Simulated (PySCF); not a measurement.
Molecule: `CC(C)(C)CO`, C5H12O.

Numbering as in the mapped SMILES `[CH3:1][C:2]([CH3:3])([CH3:4])[CH2:5][OH:6]`. Hydrogens are named by the atom that carries them.

Geometry PBE0-D3(BJ)/def2-SVP throughout; GIAO in PySCF 2.14, gas phase, one conformer, non-relativistic; equivalent atoms averaged; functional PBE0.

For orientation, 6-311+G(2d,p) gives these shifts δ (against TMS, H2O at the same level): C5 73.5, C2 33.8, C1/C3/C4 26.4, O6 25.0, H(C5) 3.35, H(C1)/H(C3)/H(C4) 0.88, H(O6) -0.31 ppm.

A run gave: C5 71.3, C2 32.6, C1/C3/C4 28.0, O6 17.9, H(C5) 3.47, H(C1)/H(C3)/H(C4) 1.21, H(O6) -0.46 ppm (shifts δ (against TMS, H2O at the same level)).

Question: Which basis set was used in that run?
A. STO-3G
B. def2-SVP
C. def2-TZVP
D. IGLO-III
E. 6-31G

Answer: E. H(C1)/H(C3)/H(C4) tells them apart best: 6-31G gives 1.21, def2-TZVP gives 0.90, IGLO-III gives 0.89, STO-3G gives 0.87, def2-SVP gives 0.86 ppm.
